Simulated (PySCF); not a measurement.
A PySCF script (with the pyscf-properties extension) for the NMR shieldings of Mg(SiH3)2, H6MgSi2, on a PBE0-D3(BJ)/def2-SVP geometry:

```python
import basis_set_exchange as bse
import numpy as np
from pyscf import gto, dft
from pyscf.prop import nmr

atoms = """
Mg    0.009979    0.013950    0.000079
Si    0.000290   -0.016856    2.587364
H     0.897553   -1.078634    3.159615
H    -1.364110   -0.280236    3.161011
H     0.458324    1.279356    3.195171
Si    0.002117    0.020153   -2.587371
H     1.331931    0.395655   -3.179134
H    -0.992663    0.987818   -3.165164
H    -0.343411   -1.321206   -3.171573
"""
names = dict.fromkeys(["Mg", "Si", "H"], "pcSseg-1")
basis = {el: gto.basis.parse(bse.get_basis(n, elements=[el], fmt="nwchem")) for el, n in names.items()}
mol = gto.M(atom=atoms, basis=basis, charge=0, verbose=0)
mf = dft.RKS(mol, xc="PBE0")
mf.grids.level = 2
mf.grids.alignment = dft.numint.BLKSIZE   # the property module wants whole blocks of grid points
mf.conv_tol = 1e-9
mf.kernel()

calc = nmr.RKS(mf)   # GIAO
C = mf.mo_coeff
Co = C[:, mf.mo_occ > 0]
resp = mf.gen_response(singlet=True, hermi=2)
def vind(x):   # induced exchange potential for any number of trial vectors
    d = np.einsum("pi,xij,qj->xpq", C, 2 * x.reshape(-1, C.shape[1], Co.shape[1]), Co, optimize=True)
    return np.einsum("xpq,pi,qj->xij", resp(d - d.transpose(0, 2, 1)), C, Co, optimize=True).ravel()
mo1, _ = nmr.rhf.solve_mo1(calc, with_cphf=vind)
sigma = calc.kernel(mo1)
for i, s in enumerate(sigma):   # ppm
    w = np.linalg.eigvalsh((s + s.T) / 2)
    print("%2d %-2s iso %8.1f  s11 %8.1f  s22 %8.1f  s33 %8.1f" % (i, mol.atom_pure_symbol(i), w.mean(), *w))
```

Q: Give the expected output.

A: 
```
 0 Mg iso    395.8  s11    241.0  s22    241.0  s33    705.4
 1 Si iso    498.8  s11    487.1  s22    504.6  s33    504.9
 2 H  iso     28.4  s11     25.5  s22     25.9  s33     33.9
 3 H  iso     28.4  s11     25.5  s22     25.9  s33     33.9
 4 H  iso     28.4  s11     25.5  s22     25.9  s33     33.9
 5 Si iso    498.8  s11    487.1  s22    504.6  s33    504.8
 6 H  iso     28.4  s11     25.5  s22     25.9  s33     33.9
 7 H  iso     28.4  s11     25.5  s22     25.9  s33     33.9
 8 H  iso     28.4  s11     25.5  s22     25.9  s33     33.9
```

These numbers come from an equivalent density-fitted implementation of the same equations, which agrees with the script to about 0.01 ppm for H and up to a few tenths of a ppm for heavy atoms, so last digits may differ.

Q: Turn these shieldings into chemical shifts. Scale: $^{29}$Si (σref 351.99), $^{1}$H (σref 31.27) vs TMS (reference shieldings calculated alike).

A: Averaging equivalent atoms: Si 1/5: -146.9; H 2/3/4/6/7/8: 2.85 ppm. No reference was computed at this level for Mg. 

Size and cost of the density-fitted run: 94 basis functions, 4.8 s wall time on 1 thread of an Arm Neoverse V1, shared host.
